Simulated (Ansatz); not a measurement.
# BH5S: up Jacob's ladder to CCSD(T)

The task here is to estimate one member of a computed series from the others.

Method: functionals in def2-TZVPP, the program's frozen cores in correlated methods; program: Ansatz 0.2.0, Gaussian basis.

Plan: LDA (SPW92), PBE-D4, revPBE-D4, BLYP-D4, r2SCAN-D4, B97M-V, PBE0-D4, B3LYP-D4, r2SCANh-D4, r2SCAN0-D4, HSE06-D4, BHLYP-D4, CAM-B3LYP-D4, LC-ωPBE, ωB97X-V, ωB97M-V, B2PLYP, PBE-QIDH; CCSD(T)/def2-SVP; CCSD(T)/def2-TZVPP; MP2/def2-QZVPP; extrapolation to the limit; RPA on PBE.

1 further run of the same task is left out (it didn't finish).

### Structure used throughout

The geometry comes from an earlier relaxation with PBE0-D4 in a triple-zeta def2 set; it is a stationary point, not always the lowest conformer.

SMILES `[BH3-][SH2+]`, 7 atoms, charge 0, spin multiplicity 1.

Atoms are counted from 1 here; the program's logs count them from 0.

Bond lengths: B1–S2 1.975 Å, B1–H3 1.207 Å, B1–H4 1.203 Å, B1–H5 1.207 Å, S2–H6 1.346 Å, S2–H7 1.346 Å. Angles: S2–B1–H3 100.3°, S2–B1–H4 107.0°, S2–B1–H5 100.3°, H3–B1–H4 116.2°, H3–B1–H5 113.7°, H4–B1–H5 116.2°, B1–S2–H6 103.7°, B1–S2–H7 103.7°, H6–S2–H7 92.5°.

Coordinates:

| atom | x (Å) | y (Å) | z (Å) |
| --- | --- | --- | --- |
| B1 | -0.5256 | -0.4615 | -0.5043 |
| S2 | 0.5686 | 0.9776 | 0.2909 |
| H3 | -1.6232 | 0.0364 | -0.4315 |
| H4 | -0.3444 | -1.4476 | 0.1597 |
| H5 | -0.0754 | -0.4821 | -1.6245 |
| H6 | 0.2860 | 0.9038 | 1.6049 |
| H7 | 1.7754 | 0.4055 | 0.4589 |

Set-up of the first run:

Contents of in.yaml:

```yaml
crystal:
  periodic: [false, false, false]
  atoms:
    - {symbol: B, position_ang: [-0.525616, -0.461458, -0.504290]}
    - {symbol: S, position_ang: [0.568563, 0.977619, 0.290913]}
    - {symbol: H, position_ang: [-1.623249, 0.036381, -0.431546]}
    - {symbol: H, position_ang: [-0.344440, -1.447629, 0.159704]}
    - {symbol: H, position_ang: [-0.075431, -0.482144, -1.624494]}
    - {symbol: H, position_ang: [0.286010, 0.903810, 1.604918]}
    - {symbol: H, position_ang: [1.775363, 0.405521, 0.458896]}
basis:
  gaussian: {orbitals: def2-TZVPP}
hamiltonian: {xc: lda}
output: {orbitals: {seedname: orbitals}}
```

Among the steps run: LDA; PBE-D4 (GGA); revPBE-D4 (GGA); BLYP-D4 (GGA); r2SCAN-D4 (meta-GGA); B97M-V (meta-GGA); PBE0-D4 (hybrid); B3LYP-D4 (hybrid); r2SCANh-D4 (hybrid); r2SCAN0-D4 (hybrid); HSE06-D4 (hybrid); BHLYP-D4 (hybrid); CAM-B3LYP-D4 (range-separated); LC-ωPBE-D4 (range-separated; the results give it without D4); ωB97X-V (range-separated); ωB97M-V (range-separated); B2PLYP (double hybrid); PBE-QIDH (double hybrid).

One of the session's tables, all rows but one given; the rest of the session is left out.

It belongs to the step «Orbital energies across the functionals». 

```
  functional  HOMO (eV)  gap (eV)
 LDA (SPW92)      -7.04      5.59
      PBE-D4      -7.02      5.66
   revPBE-D4      -6.99      5.68
     BLYP-D4      -6.95      5.66
   r2SCAN-D4      -7.32      6.29
      B97M-V      -7.40      6.22
     PBE0-D4          ?         ?
    B3LYP-D4      -8.18      7.54
  r2SCANh-D4      -7.81      7.14
  r2SCAN0-D4      -8.55      8.42
    HSE06-D4      -7.95      7.22
    BHLYP-D4      -9.66     10.32
CAM-B3LYP-D4      -9.80     10.55
     LC-ωPBE     -11.18     13.18
     ωB97X-V     -10.82     12.68
     ωB97M-V     -10.66     12.22
```

Q: Estimate the row for PBE0-D4 from the others.

As computed: HOMO (eV): -8.36; gap (eV): 8.01. In the column «HOMO (eV)» it lies between r2SCAN0-D4 (-8.55) and B3LYP-D4 (-8.18).
